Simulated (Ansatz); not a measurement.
**HF/aug-cc-pVDZ run of CH2ClF (chlorofluoromethane)**

What is the vertical ionisation energy of CH2ClF (chlorofluoromethane) at HF/aug-cc-pVDZ? 

Program for the calculation: Ansatz 0.2.0.

68 further runs of the same task are left out: 68 set aside as unsound or not needed.

### 1 Starting point

CH2ClF has 5 atoms, charge 0, and is taken as a singlet. SMILES: `FCCl`. The coordinates come from a PBE0-D4/def2-TZVP relaxation.

Bond lengths: F1–C2 1.355 Å, C2–Cl3 1.766 Å, C2–H4 1.089 Å, C2–H5 1.089 Å. Angles: F1–C2–Cl3 110.5°, F1–C2–H4 109.3°, F1–C2–H5 109.3°, Cl3–C2–H4 107.8°, Cl3–C2–H5 107.8°, H4–C2–H5 112.3°.

### 2 The energy at HF/aug-cc-pVDZ

Input file run.yaml:

```yaml
crystal:
  periodic: [false, false, false]
  atoms:
    - {symbol: F, position_ang: [-0.970450, 0.560520, 0.766500]}
    - {symbol: C, position_ang: [0.083560, 0.089320, 0.058070]}
    - {symbol: Cl, position_ang: [-0.422970, -1.232890, -0.998060]}
    - {symbol: H, position_ang: [0.832130, -0.302600, 0.745580]}
    - {symbol: H, position_ang: [0.477720, 0.885670, -0.572080]}
basis:
  gaussian:
    orbitals: aug-cc-pVDZ
hamiltonian:
  xc: hf
accuracy: high
output: {orbitals: {seedname: orbitals}}
```

Command:

```
$ ansatz run run.yaml --threads 1 --pin off --max-ram 3480MiB --events-out events.jsonl --progress --plain --runs-dir runs
```

The program printed:

```text
Warning: RAYON_NUM_THREADS=1 ignored (pool sized by the plan → 1); use --threads N
Functional definition: HF
  name "HF"
  exchange = exact_x
  correlation = 0
1830 factors; integrals over basis functions are off by at most 4.1e-9 eV
mean field evaluation 1: about -16270.7738 eV, gradient 2.2e1 eV
mean field evaluation 2: about -16270.8118 eV, gradient 2.2e1 eV
mean field evaluation 4: about -16271.9202 eV, gradient 2.4e0 eV
mean field evaluation 8: about -16271.9426 eV, gradient 1.6e-1 eV
mean field -16271.94274655 eV, -597.9828664166 hartree, gradient 1.4e-8 eV, S^2 0.000000; 0 other end points of the search recorded, 0 dependent functions left out
reference -16271.94274655 eV, -597.9828664166 hartree; 17, 17 occupied and 74, 74 virtual orbitals, 1830 factors
Total energy: -16271.94274655 eV, -597.9828664166 hartree
```

Run time: 2 s. Hardware: 1 thread of Arm Neoverse V2, shared host; peak memory 0.22 GiB.

### 3 The doublet cation, same level

Changes to run.yaml since step 2:

```diff
@@ -13,3 +13,8 @@
   xc: hf
+magnetization:
+  spin_polarized: true
+  initial_magnetization: 1
+total_charge: 1
 accuracy: high
-output: {orbitals: {seedname: orbitals}}
+output:
+  orbitals: {seedname: orbitals}
```

Command:

```
$ ansatz run run.yaml --threads 1 --pin off --max-ram 3480MiB --events-out events.jsonl --progress --plain --runs-dir runs
```

The program printed:

```text
Warning: RAYON_NUM_THREADS=1 ignored (pool sized by the plan → 1); use --threads N
[... 4 set-up lines as earlier in the session ...]
1830 factors; integrals over basis functions are off by at most 4.1e-9 eV
mean field evaluation 1: about -16256.7824 eV, gradient 3.1e1 eV
mean field evaluation 2: about -16256.8220 eV, gradient 3.1e1 eV
mean field evaluation 4: about -16260.7605 eV, gradient 3.2e0 eV
mean field evaluation 8: about -16261.0626 eV, gradient 3.0e-1 eV
mean field evaluation 16: about -16259.7564 eV, gradient 9.5e0 eV
mean field evaluation 32: about -16260.7850 eV, gradient 1.3e-1 eV
mean field evaluation 64: about -16256.7826 eV, gradient 3.1e1 eV
mean field -16261.06477941 eV, -597.5831084977 hartree, gradient 5.7e-8 eV, S^2 0.759845; 3 other end points of the search recorded, 0 dependent functions left out
reference -16261.06477941 eV, -597.5831084977 hartree; 17, 16 occupied and 74, 75 virtual orbitals, 1830 factors
Total energy: -16261.06477941 eV, -597.5831084977 hartree
```

It took 5.7 s on 1 thread of Arm Neoverse V2, shared host; peak memory 0.28 GiB.

### 4 Results

At HF/aug-cc-pVDZ:

| quantity | value |
| --- | --- |
| singlet CH2ClF: total energy | -597.98287 Eh |
| singlet CH2ClF: HOMO energy | -12.37 eV |
| singlet CH2ClF: LUMO energy | 0.94 eV |
| singlet CH2ClF: HOMO–LUMO gap | 13.30 eV |
| doublet cation: total energy | -597.58311 Eh |
| doublet cation: HOMO energy (highest over α and β) | -21.73 eV |
| doublet cation: LUMO energy (lowest over α and β) | -9.47 eV |
| doublet cation: ⟨S²⟩ | 0.760 |
| vertical ionisation energy (to the doublet cation) | 10.878 eV |

**Reading.** The vertical ionisation energy comes to 10.88 eV (251 kcal/mol). −ε(HOMO) before ionisation, 12.37 eV, is 1.49 eV above this ionisation energy.
